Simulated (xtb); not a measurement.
# doublet BPH3F−, step by step

Aim: a geometry optimisation (doublet BPH3F−, GFN1-xTB), then vibrational wavenumbers (doublet BPH3F−, GFN1-xTB) of BFH3P. 

The results are computed with xtb 6.7.1.

3 further runs of the same task are left out: 3 set aside as unsound or not needed.

## Step 1: The molecule

BPH3F− has 6 atoms, charge -1, and is taken as a doublet. SMILES of the parent species: `FBP`. The coordinates come from a GFN2-xTB relaxation. This is one conformer, not always the lowest. That shape belongs to the parent species and isn't relaxed for this state. The run starts from this shape.

Bond lengths: F1–B2 1.315 Å, B2–P3 1.888 Å, B2–H4 1.174 Å, P3–H5 1.380 Å, P3–H6 1.381 Å. Angles: F1–B2–P3 119.3°, F1–B2–H4 116.7°, P3–B2–H4 123.7°, B2–P3–H5 98.2°, B2–P3–H6 98.4°, H5–P3–H6 95.7°.

## Step 2: A geometry optimisation at GFN1-xTB (ALPB dmso) (run 1)

Contents of mol.xyz:

```xyz
6

F     -1.238930    -1.193530     0.673800
B     -0.166900    -0.827020     0.005390
P      0.654190     0.824070     0.409390
H      0.286690    -1.614800    -0.737810
H      0.951110     1.217450    -0.879180
H     -0.486160     1.593830     0.528400
```

Started as:

```console
xtb mol.xyz -c -1 --uhf 1 --alpb dmso --cma -o vtight --gfn 1 > run.log 2> xtb.err
```

Standard output:

```text
* xtb version 6.7.1
[...]
      * Solvation model:               ALPB
        Solvent                        dmso
[...]
        Solvent mass                       7.8130E+01 g/mol
[...]
          :  # basis functions                  24          :
[...]
          :  # electrons                        19          :
[...]
          :  Hamiltonian                  GFN1-xTB          :
[...]
          :  net charge                         -1          :
          :  unpaired electrons                  1          :
[...]
   *** convergence criteria satisfied after 10 iterations ***
[...]
   *** GEOMETRY OPTIMIZATION CONVERGED AFTER 18 ITERATIONS ***
[...]
   *** convergence criteria satisfied after 3 iterations ***
[...]
         ::                     SUMMARY                     ::
         :::::::::::::::::::::::::::::::::::::::::::::::::::::
         :: total energy             -11.036546389167 Eh    ::
         :: total w/o Gsasa/hb       -11.033488727194 Eh    ::
         :: gradient norm              0.000144199231 Eh/a0 ::
         :: HOMO-LUMO gap              3.056767047097 eV    ::
         ::.................................................::
         :: SCC energy               -11.069283310788 Eh    ::
         :: -> electrostatic           0.164175152586 Eh    ::
         :: -> Gsolv                  -0.088300473509 Eh    ::
         ::    -> Gelec               -0.085242811536 Eh    ::
         ::    -> Gsasa               -0.010491074158 Eh    ::
         ::    -> Ghb                 -0.000190866819 Eh    ::
         ::    -> Gshift               0.007624279005 Eh    ::
         :: repulsion energy           0.034010967179 Eh    ::
         :: dispersion energy         -0.001274045558 Eh    ::
         :: halogen bond corr.         0.000000000000 Eh    ::
[...]
        10        1.0000           -0.1992351              -5.4215 (HOMO)
        11                         -0.0869010              -2.3647 (LUMO)
[...]
     #   Z sym  total        # sym  WBO       # sym  WBO       # sym  WBO
 ---------------------------------------------------------------------------
     1   9 F    0.824 --     2 B    0.749
     2   5 B    2.873 --     3 P    1.149     4 H    0.931     1 F    0.749
     3  15 P    3.189 --     2 B    1.149     5 H    0.989     6 H    0.977
     4   1 H    0.986 --     2 B    0.931
     5   1 H    1.014 --     3 P    0.989
     6   1 H    1.013 --     3 P    0.977
 ---------------------------------------------------------------------------
[...]
          | TOTAL ENERGY              -11.036546389167 Eh   |
          | GRADIENT NORM               0.000144199231 Eh/α |
          | HOMO-LUMO GAP               3.056767047097 eV   |
           -------------------------------------------------
[...]
```

Standard error:

```text
normal termination of xtb
```

It also wrote xtbopt.xyz:

```text
6
 energy: -11.036546389167 gnorm: 0.000144199231 xtb: 6.7.1
F           -2.45537509265725       -0.47209578092441       -0.09965662654110
B           -1.17527379726419        0.35203499523384       -0.16362525510164
P            0.30647230967143       -0.91713267608952       -0.11961056881610
H           -1.27421721051592        0.99081332084789       -1.23160769684985
H            1.32147537112977        0.07307419498172       -0.08091809537095
H            0.37165651579571       -1.08939853466802        1.29807892497201
```

Run time: 0.086 s. Hardware: 1 thread of AMD EPYC 9R45 (Zen 5), shared host.

Steps, from the record of the run:

```csv
step,energy from the first frame kept (eV)
0,0.0000
1,-0.7478
2,-0.3364
3,-0.9525
4,-0.9775
5,-0.9835
6,-0.9865
7,-0.9907
8,-0.9912
9,-0.9915
10,-0.9919
11,-0.9927
12,-0.9932
13,-0.9938
14,-0.9942
15,-0.9942
16,-0.9943
17,-0.9943
```

After the run. Bond lengths: F1–B2 1.524 Å, B2–P3 1.951 Å, B2–H4 1.248 Å, P3–H5 1.419 Å, P3–H6 1.430 Å. Angles: F1–B2–P3 106.6°, F1–B2–H4 104.2°, P3–B2–H4 114.3°, B2–P3–H5 95.2°, B2–P3–H6 97.8°, H5–P3–H6 91.4°.

## Step 3: Anion: the harmonic vibrations at GFN1-xTB (ALPB dmso) (run 2)

Contents of struc.xyz:

```xyz
6
start
F     -2.45537500    -0.47209600    -0.09965700
B     -1.17527400     0.35203500    -0.16362500
P      0.30647200    -0.91713300    -0.11961100
H     -1.27421700     0.99081300    -1.23160800
H      1.32147500     0.07307400    -0.08091800
H      0.37165700    -1.08939900     1.29807900
```

Started as:

```console
xtb struc.xyz --chrg -1 --uhf 1 --gfn 1 --hess --cma --alpb dmso -P 1 > xtb.out
```

Standard output:

```text
* xtb version 6.7.1
[...]
      * Solvation model:               ALPB
        Solvent                        dmso
[...]
        Solvent mass                       7.8130E+01 g/mol
[...]
          :  # basis functions                  24          :
[...]
          :  # electrons                        19          :
[...]
          :  Hamiltonian                  GFN1-xTB          :
[...]
          :  net charge                         -1          :
          :  unpaired electrons                  1          :
[...]
   *** convergence criteria satisfied after 11 iterations ***
[...]
         ::                     SUMMARY                     ::
         :::::::::::::::::::::::::::::::::::::::::::::::::::::
         :: total energy             -11.036549686021 Eh    ::
         :: total w/o Gsasa/hb       -11.033488715377 Eh    ::
         :: gradient norm              0.000159217361 Eh/a0 ::
         :: HOMO-LUMO gap              3.056766946690 eV    ::
         ::.................................................::
         :: SCC energy               -11.069286555920 Eh    ::
         :: -> electrostatic           0.164175095016 Eh    ::
         :: -> Gsolv                  -0.088303794964 Eh    ::
         ::    -> Gelec               -0.085242824321 Eh    ::
         ::    -> Gsasa               -0.010494279553 Eh    ::
         ::    -> Ghb                 -0.000190970096 Eh    ::
         ::    -> Gshift               0.007624279005 Eh    ::
         :: repulsion energy           0.034010915476 Eh    ::
         :: dispersion energy         -0.001274045577 Eh    ::
         :: halogen bond corr.         0.000000000000 Eh    ::
[...]
        10        1.0000           -0.1992354              -5.4215 (HOMO)
        11                         -0.0869014              -2.3647 (LUMO)
[...]
 projected vibrational frequencies (cm⁻¹)
eigval :       -0.00    -0.00     0.00     0.00     0.00     0.00
eigval :      152.66   217.63   595.95   640.13   695.18   805.37
eigval :      873.02  1039.91  1190.93  1987.86  2079.09  2115.85
 reduced masses (amu)
   1: 25.81   2: 17.76   3: 19.33   4: 14.31   5: 14.34   6: 27.82   7:  3.72   8: 20.06
   9: 11.41  10:  5.79  11: 11.52  12:  5.42  13:  3.84  14:  2.76  15:  2.00  16:  1.89
  17:  1.74  18:  1.90
 IR intensities (km·mol⁻¹)
[...]
          | TOTAL ENERGY              -11.036549686089 Eh   |
          | TOTAL ENTHALPY            -11.002762847624 Eh   |
          | TOTAL FREE ENERGY         -11.035189933070 Eh   |
          | GRADIENT NORM               0.000159205770 Eh/α |
[...]
```

Standard error:

```text
normal termination of xtb
```

It took 0.13 s on 1 thread of AMD EPYC 9R45 (Zen 5), shared host.

## Step 4: Outcome

| quantity | value |
| --- | --- |
| run 1, GFN1-xTB: total energy at the end | -11.03655 Eh |
| run 1, GFN1-xTB: HOMO energy (partly filled) | -5.42 eV |
| run 1, GFN1-xTB: LUMO energy | -2.36 eV |
| run 1, GFN1-xTB: dispersion energy | -3.35 kJ/mol |
| run 1, GFN1-xTB: solvent term in the energy | -231.8 kJ/mol |
| anion: total energy | -11.03655 Eh |
| anion: HOMO energy (partly filled) | -5.42 eV |
| anion: LUMO energy | -2.36 eV |
| anion: dispersion energy | -3.35 kJ/mol |
| anion: solvent term in the energy | -231.8 kJ/mol |
| anion: lowest harmonic wavenumber | 153 cm⁻¹ |
| anion: highest harmonic wavenumber | 2116 cm⁻¹ |
| anion: zero-point energy | 74.1 kJ/mol |

What this shows: The optimisation (run 1, GFN1-xTB) took 18 steps and changed the energy by -0.994 eV. Mulliken charges (run 1, GFN1-xTB) run from -0.50 on F1 to -0.04 on B2. All 12 modes (anion) are real, so the shape is a minimum at this level. Mulliken charges (anion) run from -0.50 on F1 to -0.04 on B2.
